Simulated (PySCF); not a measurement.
CH2, SMILES [CH2] (connectivity only; charge and spin as stated), neutral, multiplicity 1.

Geometry: B3LYP-D3(BJ)/def2-TZVPD. The isomer is the one that the SMILES or the coordinates give; other isomers of the formula were not compared.

Calculation: HF/def2-TZVPD (PySCF).

Symmetry labels are those of the subgroup C2v that the program uses (full group C2v).

Computed valence orbital energies around the gap with their symmetry:
| orbital | symmetry | energy (eV) |
|---|---|---|
| HOMO−3 | A1 | -307.32 |
| HOMO−2 | A1 | -24.28 |
| HOMO−1 | B2 | -15.37 |
| HOMO | A1 | -10.79 |
| LUMO | B1 | 1.05 |
| LUMO+1 | A1 | 2.11 |
| LUMO+2 | B2 | 4.40 |
| LUMO+3 | A1 | 4.97 |
